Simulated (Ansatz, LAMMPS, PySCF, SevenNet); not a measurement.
## Antifluorite Mg₂Si, bulk modulus

Reference value: 55 GPa (measured, temperature not stated, not corrected to a static lattice, our sources range from 47.0 to 55.0; as tabulated in Råsander and Moram (2015), arXiv:1505.02379).

| level (code) | value (GPa) | cell (Å³/atom) | difference (%) |
|---|---|---|---|
| MEAM AlSiMgCuFe.meam (LAMMPS) | 47.8 | 23.05 | -13.1 |
| SevenNet-l3i5 | 57.3 | 21.44 | +4.2 |
| LDA (Ansatz) | 59.0 | 20.44 | +7.3 |
| PBE (Ansatz) | 54.0 | 21.49 | -1.8 |
| PBEsol-D3(BJ) (Ansatz) | 60.5 | 20.31 | +10.0 |
| rVV10 (Ansatz) | 52.9 | 21.43 | -3.8 |
| B3LYP (VWN-RPA form) (Ansatz) | 55.0 | 21.48 | 0.0 |
| Hartree–Fock (Ansatz) | 56.8 | 22.27 | +3.3 |
| MP2 (PySCF) | 56.8 ± 2 | 21.37 | +3.3 |

Leaving aside MEAM AlSiMgCuFe.meam (doubt noted below): The levels aren't ranked against this reference (sources at odds).

The reference isn't brought to a static lattice, while the calculations are for one, so the differences are not the levels' errors alone. A static lattice is as a rule stiffer than a warm one, by over a tenth in soft solids.  A ± on a computed value is a rough bar: the spread of its extrapolation, a floor set from checks against published values, or a statistical error. MEAM AlSiMgCuFe.meam: the potential file covers more elements than this solid holds. Each level is taken at its own relaxed cell. Cutoffs and k meshes differ between the levels. Ansatz's density-functional and Hartree–Fock values are scalar-relativistic unless marked +SOC, with PAW data made under PBE.

Empirical potentials (MEAM AlSiMgCuFe.meam) are fitted to chosen data: where that held the value shown, agreement is built in, and what lay outside the fit can be far off. Machine-learned potentials (SevenNet-l3i5) are trained on DFT data: a solid inside that data is no test of them.

Differences are worked out from the printed values.

Ansatz is a first-principles code.
